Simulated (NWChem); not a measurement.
# BF (SMILES [B]F): B3LYP/6-31G(d) (spherical functions)

What is the vertical electron affinity of BF at B3LYP/6-31G* (spherical functions)? 

The calculation is run with NWChem 7.3.0.

2 further runs of the same task are left out: 2 set aside as unsound or not needed. Runs told in other sessions of the task aren't counted.

## 1. The molecule

The species is BF (2 atoms), meant as a singlet with charge 0. SMILES: `[B]F`. The shape is that of a PBE0-D4/def2-TZVP optimisation.

Bond lengths: B1–F2 1.263 Å.

## 2. Energy and gradient at B3LYP/6-31G(d) (spherical functions)

Contents of run.nw:

```
start run
memory 2200 mb

geometry units angstroms noautosym nocenter noautoz
 B     0.000000    0.000000   -0.009350
 F     0.000000    0.000000    1.253740
end

basis spherical bse
 * library 6-31G*
end

dft
 xc b3lyp
 mult 1
 grid xfine
 convergence energy 1e-08
 iterations 100
 mulliken
end

task dft gradient
```

The run is started by

```console
$ nwchem run.nw > run.out
```

Standard output, shortened:

```text
[...]
          Wavefunction type:  closed shell.
          No. of atoms     :     2
          No. of electrons :    14
[...]
          Charge           :     0
          Spin multiplicity:     1
[...]
          AO basis - number of functions:    28
[...]
              XC Information
              --------------
                         B3LYP Method XC Potential
                     Hartree-Fock (Exact) Exchange  0.200
                        Slater Exchange Functional  0.800 local
                    Becke 1988 Exchange Functional  0.720 non-local
              Lee-Yang-Parr Correlation Functional  0.810
                  VWN I RPA Correlation Functional  0.190 local
[...]
 d= 0,ls=0.0,diis     1   -124.6199904281 -1.43D+02  2.59D-02  2.91D-01     0.6
[...]
 d= 0,ls=0.0,diis     7   -124.6561292412 -8.39D-10  2.56D-07  3.99D-11     2.7
         Total DFT energy =     -124.656129241206
      One electron energy =     -209.018684361718
           Coulomb energy =       79.986203380123
    Exchange-Corr. energy =      -14.476601101441
 Nuclear repulsion energy =       18.852952841829
[...]
      Total Density - Mulliken Population Analysis
     ---------------------------------------------
    Atom       Charge   Shell Charges
 -----------   ------   -------------------------------------------------------
    1 B    5     4.88   2.00  0.64  0.80  1.18  0.18  0.08
    2 F    9     9.12   2.00  0.95  3.32  0.93  1.90  0.01
[...]
  wavefunction    = closed shell
                         DFT ENERGY GRADIENTS
    atom               coordinates                        gradient
                 x          y          z           x          y          z
   1 B       0.000000   0.000000  -0.017669    0.000000   0.000000   0.011081
   2 F       0.000000   0.000000   2.369225   -0.000000  -0.000000  -0.011081
[...]
```

Wall time 4.5 s (1 thread of Intel Xeon Platinum 8259CL at 2.50GHz (Skylake/Cascade Lake), shared host); peak memory 0.11 GiB.

## 3. The doublet anion: the energy at UB3LYP/6-31G(d) (spherical functions)

Contents of sp.nw:

```
start sp
title "13768-60-0"
memory total 2200 mb
charge -1

geometry noautosym nocenter noautoz
 B     0.000000    0.000000   -0.009350
 F     0.000000    0.000000    1.253740
end

basis spherical bse
 * library 6-31G*
end

dft
 xc b3lyp
 mult 2
 grid xfine
 convergence energy 1e-08
 maxiter 100
 mulliken
end

task dft energy
```

The run is started by

```console
$ nwchem sp.nw > sp.out
```

Standard output, shortened:

```text
[...]
          Wavefunction type:  spin polarized.
          No. of atoms     :     2
          No. of electrons :    15
[...]
          Charge           :    -1
          Spin multiplicity:     2
[...]
          AO basis - number of functions:    28
[...]
              XC Information
              --------------
                         B3LYP Method XC Potential
                     Hartree-Fock (Exact) Exchange  0.200
                        Slater Exchange Functional  0.800 local
                    Becke 1988 Exchange Functional  0.720 non-local
              Lee-Yang-Parr Correlation Functional  0.810
                  VWN I RPA Correlation Functional  0.190 local
[...]
 d= 0,ls=0.0,diis     1   -124.3610976630 -1.43D+02  2.87D-02  6.30D-01     0.7
[...]
 d= 0,ls=0.0,diis     8   -124.5607461278 -2.24D-09  1.17D-06  7.04D-10     4.6
[...]
         Total DFT energy =     -124.560746127803
      One electron energy =     -213.699158965444
           Coulomb energy =       85.085916636245
    Exchange-Corr. energy =      -14.800456640433
 Nuclear repulsion energy =       18.852952841829
[...]
      Total Density - Mulliken Population Analysis
     ---------------------------------------------
    Atom       Charge   Shell Charges
 -----------   ------   -------------------------------------------------------
    1 B    5     5.77   2.00  0.43  1.02  1.41  0.83  0.07
    2 F    9     9.23   2.00  0.93  3.36  0.94  2.00  0.01
[...]
      <S2> =      0.7522 (Exact =     0.7500)
[...]
```

Run time: 5.4 s. Hardware: 1 thread of Intel Xeon Platinum 8259CL at 2.50GHz (Skylake/Cascade Lake), shared host; peak memory 0.11 GiB.

## 4. What came out

At B3LYP/6-31G* (spherical functions):

| quantity | value |
| --- | --- |
| singlet BF: total energy | -124.65613 Eh |
| singlet BF: dipole moment | 1.10 D |
| singlet BF: HOMO energy | -7.28 eV |
| singlet BF: LUMO energy | -0.58 eV |
| singlet BF: HOMO–LUMO gap | 6.70 eV |
| singlet BF: largest force on an atom | 0.570 eV/Å |
| doublet anion: total energy | -124.56075 Eh |
| doublet anion: HOMO energy (highest over α and β) | 5.83 eV |
| doublet anion: LUMO energy (lowest over α and β) | 7.90 eV |
| doublet anion: ⟨S²⟩ | 0.752 |
| vertical electron affinity (to the doublet anion) | -2.596 eV |

In words: The anion lies 2.60 eV (250 kJ/mol) above the neutral: the electron isn't bound at this level, and such a value depends on the basis. Without diffuse functions anions come out too high. The largest force (singlet BF) is 0.57 eV/Å: the shape isn't a stationary point for this species at this level. The HOMO (doublet anion) lies at positive energy, 5.83 eV, from the functional's self-interaction, a short basis or an electron that isn't bound; only total energies against the neutral tell.
